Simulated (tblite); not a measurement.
Record of a relaxation.

Compound: C5H11O (doublet state).
SMILES with atom numbers: `[CH3:1][CH:2]([CH3:3])[CH2:4][CH2:5][O:6]` (hydrogens: H7, H8, H9 on C1; H10 on C2; H11, H12, H13 on C3; H14, H15 on C4; H16, H17 on C5)

Computed with GFN2-xTB (tblite), gas phase: L-BFGS steps from a force-field or distance-geometry start until the largest atomic force falls under 0.01 eV/Å. 7 of its 63 geometries are shown.

Step 0: E = -551.9362 eV, largest atomic force 1.637 eV/Å
```
atom  x, y, z in Å  |  force x, y, z in eV/Å
C1     -1.310   -1.222    0.747   -0.210   0.096   0.244
C2     -0.449   -0.321   -0.147    0.326  -0.041   0.441
C3     -1.115    1.028   -0.322   -0.771   0.316  -0.147
C4      0.967   -0.197    0.469   -1.270  -0.617   0.828
C5      1.981    0.545   -0.422   -0.122  -0.253   0.299
O6      3.158    0.458    0.162   -0.157   0.374  -0.607
H7     -0.872   -2.210    0.856    0.067   0.003  -0.010
H8     -2.307   -1.345    0.312    0.208   0.057   0.024
H9     -1.439   -0.791    1.748    0.111  -0.058  -0.292
H10    -0.365   -0.809   -1.115    0.057  -0.055  -0.260
H11    -1.164    1.589    0.613    0.075  -0.172  -0.055
H12    -2.156    0.901   -0.681    0.529   0.011   0.178
H13    -0.606    1.643   -1.057    0.101   0.015  -0.059
H14     0.896    0.297    1.451    0.064   0.050  -0.314
H15     1.334   -1.213    0.679    0.138   0.283  -0.231
H16     1.869    0.105   -1.419    0.573  -0.483  -0.490
H17     1.570    1.556   -0.586    0.283   0.474   0.452
```

Step 10: E = -552.1144 eV, largest atomic force 0.125 eV/Å
```
atom  x, y, z in Å  |  force x, y, z in eV/Å
C1     -1.330   -1.225    0.748    0.013  -0.008  -0.006
C2     -0.462   -0.327   -0.136   -0.035  -0.023  -0.027
C3     -1.129    1.033   -0.322    0.043   0.001   0.003
C4      0.926   -0.210    0.491    0.047  -0.026  -0.016
C5      1.969    0.488   -0.398   -0.076   0.028   0.024
O6      3.189    0.551    0.070   -0.019   0.000  -0.065
H7     -0.873   -2.205    0.856   -0.022  -0.017   0.001
H8     -2.320   -1.352    0.316    0.022   0.013   0.002
H9     -1.436   -0.787    1.738   -0.025   0.010   0.000
H10    -0.362   -0.803   -1.118   -0.006  -0.008  -0.017
H11    -1.161    1.577    0.619   -0.009  -0.003   0.023
H12    -2.149    0.907   -0.680    0.002  -0.001   0.001
H13    -0.593    1.635   -1.052    0.021   0.025  -0.002
H14     0.865    0.305    1.450    0.001   0.024   0.032
H15     1.323   -1.208    0.682   -0.004  -0.098   0.077
H16     1.925    0.094   -1.446    0.050   0.020   0.032
H17     1.609    1.539   -0.529   -0.006   0.064  -0.061
```

Step 21: E = -552.1200 eV, largest atomic force 0.060 eV/Å
```
atom  x, y, z in Å  |  force x, y, z in eV/Å
C1     -1.335   -1.227    0.745    0.007   0.006   0.004
C2     -0.460   -0.335   -0.135    0.059   0.003   0.012
C3     -1.118    1.030   -0.318   -0.004  -0.004   0.000
C4      0.930   -0.216    0.496    0.025  -0.006   0.012
C5      1.958    0.500   -0.388   -0.004   0.010  -0.023
O6      3.190    0.560    0.049   -0.024   0.016  -0.007
H7     -0.888   -2.211    0.859   -0.007  -0.012  -0.009
H8     -2.323   -1.347    0.307   -0.009  -0.001   0.004
H9     -1.444   -0.785    1.732   -0.027   0.002   0.005
H10    -0.360   -0.809   -1.119    0.006  -0.003  -0.005
H11    -1.154    1.565    0.629   -0.016  -0.008  -0.001
H12    -2.135    0.906   -0.682   -0.004   0.026   0.004
H13    -0.577    1.640   -1.039    0.010  -0.003   0.007
H14     0.862    0.304    1.455   -0.006   0.000  -0.026
H15     1.324   -1.215    0.703    0.001   0.006   0.000
H16     1.924    0.104   -1.438   -0.008  -0.023   0.009
H17     1.599    1.548   -0.569    0.001  -0.010   0.015
```

Step 31: E = -552.1215 eV, largest atomic force 0.038 eV/Å
```
atom  x, y, z in Å  |  force x, y, z in eV/Å
C1     -1.340   -1.229    0.742    0.011   0.012  -0.005
C2     -0.455   -0.340   -0.132    0.033   0.010   0.015
C3     -1.109    1.029   -0.311   -0.001  -0.009  -0.001
C4      0.934   -0.216    0.500    0.006   0.002   0.016
C5      1.953    0.499   -0.398   -0.006  -0.008   0.001
O6      3.185    0.585    0.035   -0.014  -0.003   0.001
H7     -0.901   -2.217    0.860   -0.004   0.006  -0.010
H8     -2.325   -1.341    0.294    0.005  -0.013   0.009
H9     -1.459   -0.787    1.729   -0.004  -0.002  -0.006
H10    -0.350   -0.814   -1.115   -0.012   0.013   0.009
H11    -1.156    1.554    0.641   -0.003  -0.005  -0.014
H12    -2.123    0.916   -0.689    0.007   0.001  -0.002
H13    -0.556    1.643   -1.019   -0.002   0.001   0.014
H14     0.865    0.313    1.453   -0.003   0.002   0.000
H15     1.336   -1.210    0.714   -0.014   0.004  -0.009
H16     1.914    0.086   -1.439    0.010   0.002  -0.010
H17     1.582    1.542   -0.579   -0.007  -0.013  -0.008
```

Step 41: E = -552.1220 eV, largest atomic force 0.022 eV/Å
```
atom  x, y, z in Å  |  force x, y, z in eV/Å
C1     -1.340   -1.229    0.741    0.005   0.004  -0.012
C2     -0.452   -0.336   -0.127   -0.011  -0.001  -0.005
C3     -1.107    1.032   -0.306    0.000  -0.011   0.000
C4      0.936   -0.216    0.504   -0.002   0.000  -0.002
C5      1.951    0.493   -0.403    0.000  -0.004   0.005
O6      3.180    0.597    0.032    0.004   0.004   0.004
H7     -0.898   -2.216    0.855   -0.006   0.013   0.010
H8     -2.322   -1.344    0.289    0.009  -0.001   0.005
H9     -1.466   -0.790    1.729    0.010  -0.014  -0.013
H10    -0.348   -0.807   -1.112   -0.010   0.003   0.004
H11    -1.166    1.553    0.647   -0.004  -0.004  -0.011
H12    -2.115    0.917   -0.697   -0.001   0.014  -0.001
H13    -0.546    1.650   -1.005   -0.012   0.003   0.014
H14     0.871    0.317    1.454    0.003   0.004   0.007
H15     1.332   -1.211    0.719    0.007  -0.005   0.000
H16     1.918    0.072   -1.442    0.000  -0.011   0.004
H17     1.567    1.530   -0.591    0.009   0.004  -0.009
```

Step 52: E = -552.1228 eV, largest atomic force 0.040 eV/Å
```
atom  x, y, z in Å  |  force x, y, z in eV/Å
C1     -1.336   -1.231    0.738   -0.007  -0.003  -0.005
C2     -0.453   -0.328   -0.125   -0.037  -0.012  -0.008
C3     -1.112    1.039   -0.296    0.011  -0.015   0.004
C4      0.935   -0.211    0.505   -0.007   0.000  -0.009
C5      1.953    0.484   -0.408    0.007   0.002  -0.013
O6      3.175    0.617    0.037    0.007  -0.003   0.007
H7     -0.888   -2.216    0.850    0.000   0.017   0.001
H8     -2.317   -1.353    0.285    0.003   0.012   0.004
H9     -1.466   -0.797    1.728    0.002  -0.007  -0.007
H10    -0.351   -0.793   -1.113    0.007   0.006   0.003
H11    -1.196    1.544    0.664    0.001  -0.006  -0.007
H12    -2.111    0.929   -0.715    0.005  -0.007   0.012
H13    -0.538    1.672   -0.971   -0.006  -0.001   0.014
H14     0.876    0.324    1.455   -0.005   0.025   0.006
H15     1.327   -1.207    0.722    0.005  -0.016   0.006
H16     1.935    0.028   -1.433    0.013   0.002  -0.004
H17     1.560    1.510   -0.636    0.000   0.004  -0.003
```

Step 62: E = -552.1236 eV, largest atomic force 0.009 eV/Å
```
atom  x, y, z in Å  |  force x, y, z in eV/Å
C1     -1.335   -1.232    0.734   -0.002  -0.002  -0.001
C2     -0.456   -0.324   -0.127   -0.006  -0.002   0.001
C3     -1.119    1.042   -0.282    0.003  -0.002   0.002
C4      0.933   -0.204    0.500   -0.001   0.002   0.002
C5      1.960    0.472   -0.418    0.003   0.002  -0.005
O6      3.171    0.635    0.050    0.003   0.000  -0.003
H7     -0.884   -2.216    0.843   -0.003   0.000  -0.007
H8     -2.317   -1.354    0.282    0.001   0.002  -0.002
H9     -1.464   -0.802    1.724    0.005  -0.002   0.000
H10    -0.354   -0.781   -1.119    0.002   0.003   0.002
H11    -1.225    1.524    0.687    0.001   0.002  -0.001
H12    -2.109    0.936   -0.722    0.003   0.000   0.002
H13    -0.534    1.695   -0.928   -0.007  -0.002  -0.004
H14     0.875    0.349    1.440    0.000   0.004   0.008
H15     1.321   -1.199    0.735    0.000  -0.003   0.005
H16     1.970   -0.015   -1.428   -0.001  -0.004   0.002
H17     1.559    1.486   -0.684    0.001   0.001  -0.001
```

**Question.** Summarise the path.

**Answer.** The energy falls by 4.32 kcal/mol from step 0 to step 62; nine tenths of that is first reached at step 8. It falls at every step. The largest force goes from 1.637 to 0.009 eV/Å. Among the bonds C5–H16 changes most, from 1.096 to 1.121 Å; the atoms move by 0.093 Å rms after alignment.

What follows is the cost of the whole relaxation. The run took 0.33 s wall on one thread of an Intel Xeon Platinum 8488C (shared host).
